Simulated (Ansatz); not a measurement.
**TiPd: computed properties**

Theory: DFT r2SCAN, scalar-relativistic, plane waves, PAW (Ansatz).

Plane waves to 500 eV, a k mesh through Γ of 10×16×10 on the computed 4-atom cell and Gaussian smearing (0.10 eV); no spin polarisation.

The structure is relaxed at this level of theory with its symmetry kept. Whether it is the stable form of this composition wasn't checked.

```xyz
4
Lattice="4.5668 0.0000 0.0000 0.0000 2.7737 0.0000 0.0000 0.0000 4.8741" Properties=species:S:1:pos:R:3 pbc="T T T"
Ti    1.1417    0.0000    3.4298
Ti    3.4251    0.0000    1.4443
Pd    1.1417    1.3869    0.9141
Pd    3.4251    1.3869    3.9601
```

Q: Formation energy from the elements' standard states (uncorrected)?

A: -0.547 eV/atom.

Q: Density of states at the Fermi level?

A: 3.89 states/eV per cell.

Q: Löwdin character within 0.5 eV of the Fermi level?

A: Ti 3d 77 %, Pd 4d 12 %, unprojected 9 %.

Q: Bulk modulus?

A: 166 GPa.

Q: Its pressure derivative?

A: 4.7.

Q: Bader charges (e)?

A: Ti (2 in the cell) 1.31, Pd (2 in the cell) -1.31.

Cost: 6 runs of about 8.7 core-minutes in all, on AMD EPYC 9R45 (Zen 5) (shared hosts).